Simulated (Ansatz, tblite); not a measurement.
Potential energy curve for NH, triplet.

Levels: ROCCSD = CCSD on ROHF/cc-pVTZ, frozen core run with Ansatz (a quantum-chemistry and plane-wave program); GFN2-xTB, 300 K electronic temperature (tblite); ROCCSDT = CCSDT on ROHF/cc-pVTZ, frozen core run with Ansatz; ROCCSDT(Q) = CCSDT(Q)/B on ROHF/cc-pVTZ, frozen core run with Ansatz.

Energies are in kJ/mol, each relative to the lowest point of its own curve near equilibrium.

```json
[
 {"R / Å": "0.83", "ROCCSD": "126.6", "GFN2-xTB": "114.2", "ROCCSDT": "128.2", "ROCCSDT(Q)": "128.3"},
 {"R / Å": "0.89", "ROCCSD": "55.0", "GFN2-xTB": "45.4", "ROCCSDT": "56.2", "ROCCSDT(Q)": "56.2"},
 {"R / Å": "0.93", "ROCCSD": "26.5", "GFN2-xTB": "19.7", "ROCCSDT": "27.4", "ROCCSDT(Q)": "27.4"},
 {"R / Å": "0.97", "ROCCSD": "9.4", "GFN2-xTB": "5.5", "ROCCSDT": "10.0", "ROCCSDT(Q)": "10.1"},
 {"R / Å": "0.99", "ROCCSD": "4.4", "GFN2-xTB": "1.8", "ROCCSDT": "4.9", "ROCCSDT(Q)": "4.9"},
 {"R / Å": "1.04", "ROCCSD": "0.0", "GFN2-xTB": "0.0", "ROCCSDT": "0.0", "ROCCSDT(Q)": "0.0"},
 {"R / Å": "1.08", "ROCCSD": "3.0", "GFN2-xTB": "4.5", "ROCCSDT": "2.7", "ROCCSDT(Q)": "2.6"},
 {"R / Å": "1.15", "ROCCSD": "18.2", "GFN2-xTB": "20.7", "ROCCSDT": "17.1", "ROCCSDT(Q)": "17.0"},
 {"R / Å": "1.19", "ROCCSD": "30.8", "GFN2-xTB": "33.2", "ROCCSDT": "29.3", "ROCCSDT(Q)": "29.2"},
 {"R / Å": "1.28", "ROCCSD": "65.3", "GFN2-xTB": "65.6", "ROCCSDT": "62.6", "ROCCSDT(Q)": "62.4"},
 {"R / Å": "1.41", "ROCCSD": "121.2", "GFN2-xTB": "117.5", "ROCCSDT": "116.3", "ROCCSDT(Q)": "116.0"},
 {"R / Å": "1.56", "ROCCSD": "183.9", "GFN2-xTB": "178.8", "ROCCSDT": "175.6", "ROCCSDT(Q)": "175.1"},
 {"R / Å": "1.74", "ROCCSD": "247.2", "GFN2-xTB": "248.1", "ROCCSDT": "234.0", "ROCCSDT(Q)": "233.1"},
 {"R / Å": "1.89", "ROCCSD": "—", "GFN2-xTB": "299.0", "ROCCSDT": "—", "ROCCSDT(Q)": "—"},
 {"R / Å": "2.11", "ROCCSD": "—", "GFN2-xTB": "360.7", "ROCCSDT": "—", "ROCCSDT(Q)": "—"},
 {"R / Å": "2.25", "ROCCSD": "—", "GFN2-xTB": "392.4", "ROCCSDT": "—", "ROCCSDT(Q)": "—"},
 {"R / Å": "2.54", "ROCCSD": "—", "GFN2-xTB": "442.1", "ROCCSDT": "—", "ROCCSDT(Q)": "—"}
]
```

Dashes: no converged value, or the column stops at the first point that the program doubted or that broke a chosen test of continuity, which isn't proof of a fault.

The T1 diagnostic of CCSD on the restricted reference of ROCCSD, ROCCSDT, ROCCSDT(Q) exceeds 0.045 at 1.74 to 2.25 Å.
